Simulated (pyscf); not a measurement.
This saddle point was located with ωB97X-D3(BJ)/def2-SVP in PySCF.

```
Si
H 1 1.4853
H 1 1.5112 2 104.03
O 1 1.8865 2 112.66 3 95.62
H 4 0.9707 1 118.76 2 -157.79
H 4 1.1300 5 120.09 1 90.24
H 6 1.1443 4 134.51 5 -124.03
As 1 2.3557 2 115.35 7 83.41
H 8 1.5206 1 91.11 2 -152.09
H 8 1.5215 9 92.64 1 96.09
```

Surface: singlet, charge 0. Lowest wavenumbers (cm⁻¹): 1308i, 99, 143, 336, 384.

Task: Name the species on either side of this saddle.

Result: `[SiH3][AsH2]` + `[OH2]` <-> `[OH][SiH2][AsH2]` + `[H][H]`, a four-centre exchange read from left to right: H–Si, H–O broken and O–Si, H–H formed. At ωB97M-D3(BJ)/def2-TZVP it lies +148.5 kJ/mol from the left side and +213.0 kJ/mol from the right (each side as separated species at their lowest minima found). One saddle was located; it need not be the lowest between these sides. Elements up to Kr have no core potential and no relativistic terms here.
